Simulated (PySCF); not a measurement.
**Electron affinity of S by level of theory**

S⁻ [Ne] 3s2 3p5 (2P) → S [Ne] 3s2 3p4 (3P), as a difference of total energies. All numbers are calculated (PySCF 2.14, no relativity, point nucleus, in aug-cc-pwCVDZ (6s5p3d, 36 functions)). Correlated levels: valence and next inner shell: 1s2 frozen. The calculations carry no spin-orbit coupling.

| method | electron affinity (eV) |
| --- | --- |
| UHF | 0.915 |
| MP2 (valence and next inner shell) | 1.798 |
| SCS-MP2 (valence and next inner shell) | 1.775 |
| CCSD (valence and next inner shell) | 1.718 |
| CCSD(T) (valence and next inner shell) | 1.778 |

**Question.** How much does correlation contribute at CCSD(T) (valence and next inner shell)?

**Answer.** 1.778 − (0.915) = 0.863 eV, measured against UHF.

Errors of the correlated levels include the incompleteness of this basis and the frozen core.

For comparison: 2.077 eV (measured; photodetachment measurements, as compiled on the Wikipedia data page of electron affinities).
